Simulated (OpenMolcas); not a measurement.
# A ladder of methods for SiNH4 (SMILES [NH][SiH3])

The species is SiNH4 (6 atoms), meant as a doublet with charge 0. As SMILES, `[NH][SiH3]`. The shape is that of a PBE0-D4/def2-TZVP optimisation.

Each level gives the dipole moment (D). The values are calculated.

```tsv
level	kind	program	value (D)	CPU time
UHF/def2-TZVP	Hartree–Fock	OpenMolcas	1.45	8.4 s
USVWN5/def2-TZVP	LDA	OpenMolcas	1.57	19 s
U-r2SCAN/def2-TZVP	meta-GGA	OpenMolcas	1.41	40 s
UM06-L/def2-TZVP	meta-GGA	OpenMolcas	1.38	38 s
UB3LYP/def2-TZVP	global hybrid	OpenMolcas	1.43	34 s
UBHLYP/def2-TZVP	global hybrid	OpenMolcas	1.44	33 s
UM06-2X/def2-TZVP	hybrid meta-GGA	OpenMolcas	1.46	42 s
UPBE0/def2-TZVP	global hybrid	OpenMolcas	1.41	33 s
```

The values span 1.38 to 1.57 D. Magnitudes only. Times are those of the runs behind each value, whatever else they computed, on shared processors of several kinds: orders of magnitude only.
